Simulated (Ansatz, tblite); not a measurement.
**The cluster GeS2−: a ladder of methods and basis sets**

How do method and basis change the picture of the cluster GeS2− (doublet)?

The runs use Ansatz 0.2.0, Gaussian basis; as each input shows.

Plan: GFN1-xTB, GFN2-xTB, PBE-D4/def2-TZVPD, r2SCAN-D4/def2-TZVPD, HF/def2-TZVPD, B2PLYP/def2-TZVPD, BHLYP-D4/def2-TZVPD, ωB97M-V/def2-TZVPD, r2SCAN0-D4/def2-TZVPD, PBE-D4/def2-SVPD, PBE0-D4/def2-SVPD, HF/6-31G, B3LYP-D4/6-31G, CCSD(T)/def2-TZVPPD, MP2/def2-TZVPD, RPA/def2-TZVPD.

1 further run of the same task is left out (set aside as unsound or not needed). Runs told in other sessions of the task aren't counted.

## 1. The relaxed structure

The geometry is that of the doublet, from an earlier relaxation (PBE0-D4/def2-TZVPD). At that level it is the lowest of the isomers that a small search found.

3 atoms, charge -1, spin multiplicity 2.

Bond lengths: Ge1–S2 2.106 Å, Ge1–S3 2.106 Å. Angles: S2–Ge1–S3 131.1°.

The ion is computed in the gas phase, without counter-ions or solvent.

PBE0-D4/def2-TZVPD was run before; its log isn't repeated, and its numbers join the tables.

## 2. GFN1-xTB

Tight binding, by tblite at 300 K electronic temperature and without a spin-polarisation term:

```python
tblite.interface.Calculator('GFN1-xTB', numbers, positions, charge=-1, uhf=1).singlepoint()
```

Energy -253.4140 eV; 0.003 s.

## 3. GFN2-xTB

Tight binding, by tblite at 300 K electronic temperature and without a spin-polarisation term:

```python
tblite.interface.Calculator('GFN2-xTB', numbers, positions, charge=-1, uhf=1).singlepoint()
```

Energy -237.6383 eV; 0.003 s.

## 4. PBE-D4/def2-TZVPD

start.molden holds the orbitals of an earlier run on this state, given as this run's starting guess.

File in.yaml:

```yaml
crystal:
  periodic: [false, false, false]
  atoms:
    - {symbol: Ge, position_ang: [0.417804, -0.154851, -0.373389]}
    - {symbol: S, position_ang: [-1.240962, 0.789331, -1.263367]}
    - {symbol: S, position_ang: [0.823158, -0.634481, 1.636757]}
basis:
  gaussian: {orbitals: def2-TZVPD, initial_orbitals: start.molden}
total_charge: -1
magnetization: {spin_polarized: true, initial_magnetization: 1}
hamiltonian: {xc: pbe, dispersion: d4}
scf: {omitted_lower_state_checks: [starts]}
output: {orbitals: {seedname: orbitals}}
```

The run is started by

```
> ansatz run in.yaml --threads 4 --pin off --events-out ev --progress --plain --max-ram 3916MiB
```

The runs that follow: r2SCAN-D4/def2-TZVPD; HF/def2-TZVPD; B2PLYP/def2-TZVPD; BHLYP-D4/def2-TZVPD; ωB97M-V/def2-TZVPD; r2SCAN0-D4/def2-TZVPD; PBE-D4/def2-SVPD; PBE0-D4/def2-SVPD; HF/6-31G; B3LYP-D4/6-31G; CCSD(T)/def2-TZVPPD; MP2/def2-TZVPD; RPA/def2-TZVPD.

Before running them: what should the planned runs give, taken together? Wanted: gap in def2-TZVPD, named functionals and Hartree-Fock, smallest and largest; correlation energy, CCSD(T)/def2-TZVPPD; correlation energy, MP2/def2-TZVPD; ⟨S²⟩ in def2-TZVPD, named functionals and Hartree-Fock, smallest and largest; PBE0 total energy, smallest basis above largest.

The runs gave:

| quantity | value |
| --- | --- |
| gap in def2-TZVPD, named functionals and Hartree-Fock, smallest and largest | 0.75 eV (PBE-D4), 7.92 eV (HF) |
| correlation energy, CCSD(T)/def2-TZVPPD | -17.16 eV |
| correlation energy, MP2/def2-TZVPD | -15.51 eV |
| ⟨S²⟩ in def2-TZVPD, named functionals and Hartree-Fock, smallest and largest | 0.753, 0.780 |
| PBE0 total energy, smallest basis above largest | 14.24 eV (def2-SVPD, def2-TZVPD) |

Orbital gaps of the named functionals and Hartree-Fock in def2-TZVPD span 0.75 eV (PBE-D4) to 7.92 eV (HF); exact exchange widens it. Over the named functionals and Hartree-Fock in def2-TZVPD spin contamination reaches 0.03 (HF), which is small.
